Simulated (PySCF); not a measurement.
Species: CH2Si.
Atom-mapped SMILES: `[CH:1]#[SiH:2]` (hydrogens: H3 on C1; H4 on Si2)

Method: PBE0-D3(BJ)/def2-SVP geometry optimisation, gas phase in PySCF; density fitting, grid level 1; the optimiser is geomeTRIC in internal coordinates, started from a GFN2-xTB structure with every atom displaced at random (about 0.03 Å).

Step 0: E = -8933.9174 eV
```
atom  x, y, z in Å  |  force x, y, z in eV/Å
C1     -0.9355   -0.4939    0.0984   -2.247   2.340  -0.533
Si2     0.6333   -0.0376   -0.0194    1.670   0.841  -0.207
H3     -1.7964    0.3575   -0.0932    1.858  -2.564   0.585
H4      2.2024    0.0931   -0.0620   -1.280  -0.617   0.155
```

Step 1: E = -8934.3860 eV
```
atom  x, y, z in Å  |  force x, y, z in eV/Å
C1     -0.9171   -0.4153    0.0799    0.198   0.928  -0.224
Si2     0.6528    0.0673   -0.0435    0.142   0.292  -0.068
H3     -1.7897    0.2576   -0.0700    0.057  -0.819   0.193
H4      2.1577    0.0095   -0.0425   -0.396  -0.401   0.099
```

**Question.** Estimate the geometry and energy of step 2. (The exact step hangs on the optimiser's Hessian estimate; all steps are aligned on step 1, rigid shifts and turns removed.)

**Answer.** E = -8934.6166 eV, largest force 1.643 eV/Å
```
atom  x, y, z in Å  |  force x, y, z in eV/Å
C1     -0.8639   -0.3025    0.0530    1.642   0.041  -0.030
Si2     0.6865    0.2156   -0.0781   -0.547   0.153  -0.029
H3     -1.8300    0.1209   -0.0379   -1.389   0.120  -0.014
H4      2.1112   -0.1149   -0.0132    0.294  -0.315   0.073
```

The energy changes by -0.2306 eV. The first-order estimate −F·Δx gives -0.3587 eV and the mean of the old and new forces, exact on a quadratic surface, -0.2617 eV. The step makes an angle of 29° with the force vector and moves no atom by more than 0.156 Å.

The cost below is that of the whole optimisation. On one thread, Intel Xeon Platinum 8375C at 2.90 GHz (x86_64), no GPU, shared host, this took 3.3 s of wall time and 0.24 GiB of memory at its peak.
